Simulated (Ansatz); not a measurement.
# C2HO radical: how energies converge with the basis set

One table from this session's results is given with a row withheld; the runs are named, their logs left out.

Method: one geometry, several basis sets; program: Ansatz 0.2.0, Gaussian basis.

Plan: PBE0-D4/def2-SVP; ωB97M-V/def2-SVP; PBE0-D4/def2-QZVPP; ωB97M-V/def2-QZVPP; the functionals' def2-TZVPP values are taken from earlier runs.

## The geometry

The geometry comes from an earlier relaxation with PBE0-D4 in a triple-zeta def2 set; it is a stationary point.

SMILES `C#C[O]`, 4 atoms, charge 0, spin multiplicity 2.

Atoms are counted from 1 here; the program's logs count them from 0.

Bond lengths: C1–C2 1.288 Å, C1–H4 1.072 Å, C2–O3 1.167 Å. Angles: C2–C1–H4 137.7°, C1–C2–O3 170.9°.

Set-up of the first run:

Contents of in.yaml:

```yaml
crystal:
  periodic: [false, false, false]
  atoms:
    - {symbol: C, position_ang: [-0.562470, 0.217400, -0.417823]}
    - {symbol: C, position_ang: [0.342259, -0.396645, 0.262442]}
    - {symbol: O, position_ang: [1.068768, -1.106528, 0.836824]}
    - {symbol: H, position_ang: [-0.793057, 1.225473, -0.701642]}
basis:
  gaussian: {orbitals: def2-SVP}
magnetization: {spin_polarized: true, initial_magnetization: 1}
hamiltonian: {xc: pbe0, dispersion: d4}
output: {orbitals: {seedname: orbitals}}
```

Among the steps run: PBE0-D4 in def2-SVP; ωB97M-V in def2-SVP; PBE0-D4 in def2-QZVPP; ωB97M-V in def2-QZVPP.

One of the session's tables, all rows but one given; the rest of the session is left out.

It belongs to the step «Functionals by basis». 

| functional | basis | HOMO (eV) | LUMO (eV) |
| --- | --- | --- | --- |
| PBE0-D4 | def2-SVP | -7.34 | -4.23 |
| PBE0-D4 | def2-TZVPP | -7.49 | -4.32 |
| PBE0-D4 | def2-QZVPP | -7.52 | -4.35 |
| ωB97M-V | def2-SVP | ? | ? |
| ωB97M-V | def2-TZVPP | -9.68 | -2.19 |
| ωB97M-V | def2-QZVPP | -9.71 | -2.23 |

Estimate the missing values for ωB97M-V, def2-SVP.

The run gave: HOMO (eV): -9.49; LUMO (eV): -2.01. In the column «HOMO (eV)» it lies between ωB97M-V, def2-TZVPP (-9.68) and PBE0-D4, def2-QZVPP (-7.52).
